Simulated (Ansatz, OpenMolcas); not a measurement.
# The same job for Ansatz

This OpenMolcas 26.06 job computes singlet [BCl2]+:

job.input:
```
* BCl2 Kohn-Sham DFT
>>> EXPORT MOLCAS_PRINT=2

&gateway
 baslib=$CurrDir
 coord
 3
 angstrom
 Cl       0.371500      -1.525600       0.030000
 B       -0.463900      -0.050300      -0.256900
 Cl       0.081500       1.511100       0.213700
 basis=def2-TZVP
 group=NoSym

&seward
 gridinput
 Grid=UltraFine
 End of Grid

&scf
 charge=1
 ksdft=revPBE
 thresholds=1e-10 1e-07 1e-07 1e-05
 prorbitals=1 1
```

```bash
$ export MOLCAS_MEM=1860
$ pymolcas job.input > job.log
```

(Basis files named in the input come from the Basis Set Exchange and aren't shown.)

Geometry: relaxed at PBE0-D4/def2-TZVP. That shape belongs to the parent species and isn't relaxed for this state.

It gives a total energy of -944.799773 Eh.

Task: Write the same calculation for Ansatz 0.2.0 as an input file of the program's own.

Result: This input was run:

molecule.yaml:
```yaml
basis:
  gaussian:
    orbitals: def2-TZVP
crystal:
  periodic: [false, false, false]
  atoms:
    - {symbol: Cl, position_ang: [0.371500, -1.525600, 0.030000]}
    - {symbol: B, position_ang: [-0.463900, -0.050300, -0.256900]}
    - {symbol: Cl, position_ang: [0.081500, 1.511100, 0.213700]}
hamiltonian:
  xc: {name: revPBE}
total_charge: 1
accuracy: high
output: {orbitals: {seedname: orbitals}}
```

```bash
$ ansatz run molecule.yaml --threads 1 --pin off --max-ram 3480MiB --events-out events.jsonl --progress --plain --runs-dir runs
```

Its energy is -944.799773 Eh, 0.000 mEh from the first.
